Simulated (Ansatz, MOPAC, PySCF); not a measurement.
System: C2H6N (charge 0, doublet). SMILES: C(N)[CH2]
Coordinates optimised at B3LYP-D3(BJ)/def2-TZVP (Ansatz, a first-principles code):
```
C
H 1 1.0919
H 1 1.0919 2 107.00
N 1 1.4852 2 106.99 3 -114.39
H 4 1.0153 1 109.60 2 179.12
H 4 1.0153 5 106.18 1 -118.30
C 1 1.4856 2 111.07 3 121.37
H 7 1.0827 1 120.60 2 37.28
H 7 1.0827 8 117.47 1 -166.90
```
Charge 0, spin multiplicity 2.

Property: size of the dipole moment, in D. Terms: 6-311+G** with 5d; open shells spin-unrestricted; LANL2DZ all-electron up to Ne; no spin-orbit coupling; six Cartesian d functions in 6-31G* and its kin unless marked 5d; non-relativistic; no dispersion term unless named. First-principles rows: single points at B3LYP-D3(BJ) geometries (Ansatz). Semi-empirical rows: dipoles at the shared geometry.

```csv
level,program,size of the dipole moment (D)
AM1,MOPAC,1.52
PM3,MOPAC,1.34
BP86/6-31G* (5d),PySCF,1.14
B3LYP/LANL2DZ,Ansatz,1.53
B3LYP/6-31G**,Ansatz,1.19
M06-2X/6-311+G**,PySCF,1.30
```

No value to compare with is used here. The 6 habitual levels span 1.14 (BP86/6-31G* (5d)) to 1.53 D (B3LYP/LANL2DZ).

The levels are drawn from those run, B3LYP/6-31G* more often than the rest, none by its result; runs whose electronic state is in doubt are left out.
